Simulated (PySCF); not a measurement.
## Basis-set dependence of CCl at r²SCAN

PySCF, UKS reference; doublet, unpaired electrons π ↑; De to C + Cl without counterpoise correction.

```csv
basis,relativity,functions,Re (Å),ωe (cm⁻¹),De (eV),μ (D)
pcseg-1,no relativity,32,1.679,852,4.14,1.33
def2-SVPD,no relativity,47,1.670,858,4.27,1.43
aug-pcseg-1,no relativity,50,1.675,856,4.23,1.38
def2-TZVPP,no relativity,73,1.654,869,4.40,1.55
def2-TZVPPD,no relativity,88,1.652,868,4.40,1.49
```

How does each smaller set differ from the one with most functions, def2-TZVPPD?

pcseg-1: +2.7 pm, -1.8 % in ωe, -0.26 eV in De; def2-SVPD: +1.8 pm, -1.2 % in ωe, -0.13 eV in De; aug-pcseg-1: +2.3 pm, -1.4 % in ωe, -0.17 eV in De; def2-TZVPP: +0.2 pm, +0.1 % in ωe, +0.00 eV in De. All at r²SCAN; the set with most functions is neither the basis-set limit nor always the best.

A positive dipole means C(−)Cl(+). The state is the lowest determinant that a PBE0 search found; another state may lie lower at other levels.
